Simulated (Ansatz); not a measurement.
# CH₂NO radical (SMILES [N]=CO): one structure at several levels

How do the functionals fare away from a minimum? The structure is a structure displaced at random from a GFN2-xTB minimum.

Program: Ansatz 0.2.0, Gaussian basis. Level of theory: single points in def2-TZVPP. These are calculated values, not measurements.

Cores are frozen in the correlated methods. Orbitals are unrestricted.

### Step 1. Starting geometry

5 atoms, charge 0, spin multiplicity 2.

Atoms are counted from 1 here; the program's logs count them from 0.

Bond lengths: N1–C2 1.218 Å, C2–O3 1.253 Å, C2–H4 1.118 Å, O3–H5 1.057 Å. Angles: N1–C2–O3 134.1°, N1–C2–H4 109.0°, O3–C2–H4 116.0°, C2–O3–H5 111.9°.

Geometry (Å):

```xyz
5
CH2NO
N    -0.7706   -0.4282    1.1064
C    -0.3299   -0.2509   -0.0147
O     0.6072    0.4345   -0.4855
H    -0.7806   -1.0053   -0.7055
H     0.9799    1.1284    0.2192
```

### Step 2. CCSD(T)/def2-TZVPP

Input file run/in.yaml:

```yaml
crystal:
  periodic: [false, false, false]
  atoms:
    - {symbol: N, position_ang: [-0.770600, -0.428200, 1.106400]}
    - {symbol: C, position_ang: [-0.329900, -0.250900, -0.014700]}
    - {symbol: O, position_ang: [0.607200, 0.434500, -0.485500]}
    - {symbol: H, position_ang: [-0.780600, -1.005300, -0.705500]}
    - {symbol: H, position_ang: [0.979900, 1.128400, 0.219200]}
basis:
  gaussian: {orbitals: def2-TZVPP}
magnetization: {spin_polarized: true, initial_magnetization: 1}
correlation: {method: ccsd_t}
scf: {omitted_lower_state_checks: [cluster_reference]}
output: {forces: true}
```

No record of the launch command was kept for these runs.

### Step 3. PBE0-D4/def2-TZVPP

run/in.yaml: that of step 2 with these lines changed.

```diff
@@ -11,4 +11,3 @@
 magnetization: {spin_polarized: true, initial_magnetization: 1}
-correlation: {method: ccsd_t}
-scf: {omitted_lower_state_checks: [cluster_reference]}
-output: {forces: true}
+hamiltonian: {xc: pbe0, dispersion: d4}
+output: {forces: true, orbitals: {seedname: orbitals}}
```

### Step 4. wB97M-V/def2-TZVPP

run/in.yaml: that of step 3 with these lines changed.

```diff
@@ -11,3 +11,3 @@
 magnetization: {spin_polarized: true, initial_magnetization: 1}
-hamiltonian: {xc: pbe0, dispersion: d4}
-output: {forces: true, orbitals: {seedname: orbitals}}
+hamiltonian: {xc: {name: wB97M-V}}
+output: {forces: true}
```

### Step 5. r2SCAN-D4/def2-TZVPP

run/in.yaml: that of step 4 with these lines changed.

```diff
@@ -11,3 +11,3 @@
 magnetization: {spin_polarized: true, initial_magnetization: 1}
-hamiltonian: {xc: {name: wB97M-V}}
+hamiltonian: {xc: r2scan, dispersion: d4}
 output: {forces: true}
```

### Step 6. PBE-D4/def2-TZVPP

run/in.yaml: that of step 5 with these lines changed.

```diff
@@ -11,3 +11,3 @@
 magnetization: {spin_polarized: true, initial_magnetization: 1}
-hamiltonian: {xc: r2scan, dispersion: d4}
+hamiltonian: {xc: pbe, dispersion: d4}
 output: {forces: true}
```

### Step 7. r2SCAN0-D4/def2-TZVPP

run/in.yaml: that of step 6 with these lines changed.

```diff
@@ -11,3 +11,3 @@
 magnetization: {spin_polarized: true, initial_magnetization: 1}
-hamiltonian: {xc: pbe, dispersion: d4}
+hamiltonian: {xc: {name: r2SCAN0}, dispersion: d4}
 output: {forces: true}
```

### Step 8. r2SCANh-D4/def2-TZVPP

run/in.yaml: that of step 7 with these lines changed.

```diff
@@ -11,3 +11,3 @@
 magnetization: {spin_polarized: true, initial_magnetization: 1}
-hamiltonian: {xc: {name: r2SCAN0}, dispersion: d4}
+hamiltonian: {xc: {name: r2SCANh}, dispersion: d4}
 output: {forces: true}
```

(Steps that only read results are left out.)

Before running it: what results should come out? Wanted: energy less free atoms, CCSD(T)/def2-TZVPP; RMS force component; RMS force error; HOMO and LUMO, PBE0-D4; T1 diagnostic.

The runs gave:

```
                                  quantity                                                                                                 value
energy less free atoms, CCSD(T)/def2-TZVPP                                                                                            -18.154 eV
                       RMS force component                                                                  2.437 to 2.689 eV/Å over the methods
                           RMS force error  PBE0-D4 0.321, wB97M-V 0.289, r2SCAN-D4 0.251, PBE-D4 0.316, r2SCAN0-D4 0.409, r2SCANh-D4 0.298 eV/Å
                    HOMO and LUMO, PBE0-D4                                                                                    -7.97 and -2.58 eV
                             T1 diagnostic                                                                                                 0.021
```

What this shows: Against CCSD(T) the functionals' energies less atoms differ by -1.911 to -0.307 eV, PBE-D4 by -1.911 eV. The reference is not at the basis limit: in triple zeta CCSD(T) underbinds, which counts against methods that bind more; the gaps are no ranking. For forces r2SCAN-D4 does best and r2SCAN0-D4 worst. Frozen-core CCSD(T) forces in triple zeta carry basis errors of their own, and this is one geometry, so small gaps rank nothing.
